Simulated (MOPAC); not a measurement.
MOPAC input (PM6):

```
PM6 1SCF UHF MS=0.5 GEO-OK AUX(PRECISION=9) THREADS=1
C2H4Cl

C     0.05642585 1    0.73130304 1   -0.13077437 1
C     1.52312736 1    0.67639230 1    0.04806753 1
Cl   -0.86834479 1   -0.70435064 1    0.04930713 1
H    -0.46096356 1    1.53945918 1   -0.62387398 1
H     1.93775869 1    1.68571894 1    0.03825061 1
H     1.79264150 1    0.19872643 1    0.99385005 1
H     2.01510562 1    0.10388438 1   -0.75020696 1
```

Output:

```
 *******************************************************************************
 **                                                                           **
 **                              MOPAC v23.2.5                                **
 **                                                                           **
 *******************************************************************************
 ** MOPAC's Digital Object Identifier: https://doi.org/10.5281/zenodo.6511958 **
 **                                                                           **
 ** Please cite the open-source release paper for use of this MOPAC version:  **
 ** J. E. Moussa and J. J. P. Stewart (2026)                                  **
 ** MOPAC: An open-source semiempirical molecular orbital program             **
 ** J. Open Source Softw., 11(119), 8025, https://doi.org/10.21105/joss.08025 **
 *******************************************************************************

                              PM6 CALCULATION RESULTS

 *******************************************************************************
 *  PM6        - The PM6 Hamiltonian to be used
 *  GEO-OK     - OVERRIDE INTERATOMIC DISTANCE AND OTHER SAFETY CHECKS
 *  UHF        - UNRESTRICTED HARTREE-FOCK CALCULATION
 *  MS=        - IN MECI, MAGNETIC COMPONENT OF SPIN =  0.5
 *  1SCF       - DO 1 SCF AND THEN STOP
 *  AUX        - OUTPUT AUXILIARY INFORMATION
 *******************************************************************************
PM6 1SCF UHF MS=0.5 GEO-OK AUX(PRECISION=9) THREADS=1
 C2H4Cl

   ATOM   CHEMICAL          X               Y               Z
  NUMBER   SYMBOL      (ANGSTROMS)     (ANGSTROMS)     (ANGSTROMS)

     1       C          0.05642585  *   0.73130304  *  -0.13077437  *
     2       C          1.52312736  *   0.67639230  *   0.04806753  *
     3      Cl         -0.86834479  *  -0.70435064  *   0.04930713  *
     4       H         -0.46096356  *   1.53945918  *  -0.62387398  *
     5       H          1.93775869  *   1.68571894  *   0.03825061  *
     6       H          1.79264150  *   0.19872643  *   0.99385005  *
     7       H          2.01510562  *   0.10388438  *  -0.75020696  *

          CARTESIAN COORDINATES

    NO.       ATOM           X           Y           Z

     1         C          0.0564      0.7313     -0.1308
     2         C          1.5231      0.6764      0.0481
     3        Cl         -0.8683     -0.7044      0.0493
     4         H         -0.4610      1.5395     -0.6239
     5         H          1.9378      1.6857      0.0383
     6         H          1.7926      0.1987      0.9939
     7         H          2.0151      0.1039     -0.7502

 General Reference for PM6:
 "Optimization of Parameters for Semiempirical Methods V: Modification of NDDO Approximations
 and Application to 70 Elements", J. J. P. Stewart, J. Mol. Mod., 13, 1173-1213 (2007)
 URL: https://link.springer.com/article/10.1007/s00894-007-0233-4

           Empirical Formula: C2 H4 Cl  =     7 atoms

      MOLECULAR POINT GROUP   :   C1

          UHF CALCULATION, NO. OF ALPHA ELECTRONS =   10
                           NO. OF BETA  ELECTRONS =    9

 -------------------------------------------------------------------------------
 PM6 1SCF UHF MS=0.5 GEO-OK AUX(PRECISION=9) THREADS=1
 C2H4Cl

     1SCF WAS SPECIFIED, SO BFGS WAS NOT USED
     SCF FIELD WAS ACHIEVED

                              PM6 CALCULATION
                                                       MOPAC v23.2.5 Linux

          FINAL HEAT OF FORMATION =          4.37454 KCAL/MOL =      18.30309 KJ/MOL

          COSMO AREA              =         94.82 SQUARE ANGSTROMS
          COSMO VOLUME            =         77.85 CUBIC ANGSTROMS

          IONIZATION POTENTIAL    =          9.153833 EV
          ALPHA SOMO LUMO (EV)    =         -9.154  1.119
          BETA  SOMO LUMO (EV)    =        -10.806  0.436
          NO. OF ALPHA ELECTRONS  =         10
          NO. OF BETA  ELECTRONS  =          9
          MOLECULAR WEIGHT        =         63.5066         POINT GROUP:  C1

          MOLECULAR DIMENSIONS (Angstroms)

            Atom       Atom       Distance
            H     5   Cl     3     3.68602
            H     4    H     6     2.96401
            H     7    H     6     1.57846

          SCF CALCULATIONS        =          1

   ATOM   CHEMICAL          X               Y               Z
  NUMBER   SYMBOL      (ANGSTROMS)     (ANGSTROMS)     (ANGSTROMS)

     1       C          0.05642585  *   0.73130304  *  -0.13077437  *
     2       C          1.52312736  *   0.67639230  *   0.04806753  *
     3      Cl         -0.86834479  *  -0.70435064  *   0.04930713  *
     4       H         -0.46096356  *   1.53945918  *  -0.62387398  *
     5       H          1.93775869  *   1.68571894  *   0.03825061  *
     6       H          1.79264150  *   0.19872643  *   0.99385005  *
     7       H          2.01510562  *   0.10388438  *  -0.75020696  *

                             CARTESIAN COORDINATES

   1    C        0.056425850     0.731303040    -0.130774370
   2    C        1.523127360     0.676392300     0.048067530
   3   Cl       -0.868344790    -0.704350640     0.049307130
   4    H       -0.460963560     1.539459180    -0.623873980
   5    H        1.937758690     1.685718940     0.038250610
   6    H        1.792641500     0.198726430     0.993850050
   7    H        2.015105620     0.103884380    -0.750206960

           Empirical Formula: C2 H4 Cl  =     7 atoms

      MOLECULAR POINT GROUP   :   C1

          ALPHA EIGENVALUES
 -27.74879 -25.78836 -21.09837 -16.22984 -14.96833 -14.67640 -13.03191 -12.06240
 -10.84608  -9.15383   1.11947   3.87924   5.19794   5.30668   5.63117   6.33064
  88.22199  88.26807  88.32805  88.59836  88.60205

           BETA EIGENVALUES
 -27.56546 -25.64745 -20.77089 -16.03758 -14.59595 -14.37144 -12.94824 -11.46344
 -10.80589   0.43616   1.59191   4.21214   5.27229   5.40662   5.77249   6.37891
  88.24162  88.28508  88.31397  88.67774  88.68010

              NET ATOMIC CHARGES AND DIPOLE CONTRIBUTIONS

  ATOM NO.   TYPE          CHARGE      No. of ELECS.   s-Pop       p-Pop       d-Pop
    1          C          -0.124956        4.1250     1.15883     2.96613
    2          C          -0.462658        4.4627     1.07546     3.38720
    3         Cl          -0.088048        7.0880     1.98795     5.09395     0.00614
    4          H           0.159831        0.8402     0.84017
    5          H           0.166119        0.8339     0.83388
    6          H           0.174938        0.8251     0.82506
    7          H           0.174775        0.8252     0.82523
 DIPOLE           X         Y         Z       TOTAL
 POINT-CHG.     1.339     1.137    -0.292     1.781
 HYBRID        -0.006    -0.222    -0.090     0.240
 SUM            1.333     0.915    -0.382     1.661

          ATOMIC ORBITAL ELECTRON POPULATIONS

     Atom    s        px        py        pz      x^2-y^2     xz        z^2       yz        xy
    1  C   1.15883   0.95206   0.92675   1.08731
    2  C   1.07546   1.02424   1.18053   1.18242
    3 Cl   1.98795   1.74016   1.42276   1.93103   0.00166   0.00032   0.00101   0.00068   0.00247
    4  H   0.84017
    5  H   0.83388
    6  H   0.82506
    7  H   0.82523

                    (SZ)    =    0.500000
                    (S**2)  =    0.754003

          ATOMIC ORBITAL SPIN POPULATIONS

    Atom   Total    s     px     py     pz   x^2-y^2  xz     z^2    yz     xy
         Atomic
    1  C  0.9869  0.034  0.066  0.115  0.772
    2  C -0.0436 -0.006 -0.029 -0.004 -0.004
    3 Cl  0.0346  0.001 -0.010 -0.014  0.057  0.000  0.000  0.000  0.000  0.000
    4  H -0.0286 -0.029
    5  H  0.0034  0.003
    6  H  0.0153  0.015
    7  H  0.0319  0.032

 **********************
 *                    *
 * JOB ENDED NORMALLY *
 *                    *
 **********************

 == MOPAC DONE ==
```
